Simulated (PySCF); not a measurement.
Ne: ionisation energy

Ne [Ne] (1S) → Ne⁺ [He] 2s2 2p5 (2P), as a difference of total energies. Computed with PySCF 2.14 in aug-cc-pVDZ-DK, with scalar relativity by spin-free X2C-1e. Correlated levels: valence: 1s2 frozen. The calculations carry no spin-orbit coupling.

```tsv
method	ionisation energy (eV)	error (eV)
UHF	19.829	-1.768
BP86	21.846	+0.249
r2SCAN	21.611	+0.014
MP2 (valence)	21.593	-0.004
SCS-MP2 (valence)	21.447	-0.150
CCSD (valence)	21.372	-0.225
CCSD(T) (valence)	21.403	-0.194
```

Reference: 21.597 eV (measured; NIST levels, between the centres of gravity of the two terms).

Errors of the correlated levels include the incompleteness of this basis and the frozen core.
